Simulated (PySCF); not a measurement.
Reproducing measurements on trichlorofluoromethane

**What was measured.**

From NIST CCCBDB Release 22 (SRD 101), experimental dipoles, for the gas: dipole moment (microwave Stark effect, vibrational ground state) 0.46 ± 0.02 D.

From NIST CCCBDB Release 22 (SRD 101), experimental polarizabilities, for the gas: mean polarisability 8.249 Å³.

How close the calculation comes is told at the end.

Compound: trichlorofluoromethane, CCl₃F.
SMILES with atom numbers: `[F:1][C:2]([Cl:3])([Cl:4])[Cl:5]`

Geometry (GFN2-xTB, Å), atoms numbered from 1 in this order:
```xyz
5
CCl3F angstrom
F      0.0603   -0.1410    1.3961
C      0.0046   -0.0063    0.0667
Cl    -0.4579    1.6606   -0.3126
Cl     1.6028   -0.3706   -0.6039
Cl    -1.2011   -1.1397   -0.5634
```

Runs made with PySCF (gas phase, on this GFN2-xTB geometry; no spin–orbit coupling):

| level | job | basis functions |
| --- | --- | --- |
| PBE0/pcSseg-1 | shieldings, charges and field gradients | 106 |
| B3LYP/def2-SVPD | 8 singlets by full TDDFT, 3 Tamm–Dancoff triplets, polarisability | 124 |

## Comparison

**Dipole moment.** Measured: 0.46 D (NIST CCCBDB Release 22 (SRD 101), experimental dipoles).

```csv
level,computed (D),computed − measured (D),% (from the printed values)
PBE0/pcSseg-1,0.41,-0.05,-11
B3LYP/def2-SVPD,0.41,-0.05,-11
```

The computed dipoles belong to one fixed geometry; measured ones are averaged over vibrations unless marked μe. Magnitudes are compared, not signs.

**Mean polarisability.** Measured: 8.249 Å³ (NIST CCCBDB Release 22 (SRD 101), experimental polarizabilities).

```tsv
level	computed (Å³)	computed − measured (Å³)	% (from the printed values)
B3LYP/def2-SVPD	8.489	+0.240	+3
```

The computed values are static and purely electronic, with core orbitals frozen in the response (1 au = 0.148185 Å³). The table of measured values doesn't say here whether a value is static or optical, or holds a vibrational part.

The geometry is computed, not the measured one. Where a level misses, the cause wasn't examined.
